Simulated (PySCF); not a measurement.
## Rotational lines of MgS

Lines J+1 ← J of the vibrational ground state, computed from RHF-CCSD(T) constants of MgS, ¹Σ⁺ (singlet), closed shell (Mg def2-TZVPP, S def2-TZVPP; no relativity (PySCF 2.14); masses 23.9850 and 31.9721 u), in MHz:

| J | ν (MHz) |
| --- | --- |
| 0 | 15720.8 |
| 1 | 31441.4 |
| 2 | 47161.6 |
| 3 | 62881.2 |
| 4 | 78600.0 |

Task: Find B0 and the effective bond length r0; with αe = 0.00165 cm⁻¹, find Re.

Result: ν = 2B0(J+1) − 4D(J+1)³ gives B0 = 0.26219 cm⁻¹. With the reduced mass μred = 13.704 u, r0 = √(16.8576/(μred·B0)) (u, cm⁻¹, Å) = 2.1660 Å. Be = B0 + αe/2 = 0.26301 cm⁻¹ gives Re = 2.163 Å.

Correlated steps freeze 6 core orbitals. Where the molecule has an RHF reference, its open-shell atoms are computed with UHF. The CCSD T1 diagnostic is raised, a sign that a single reference may not be enough here.
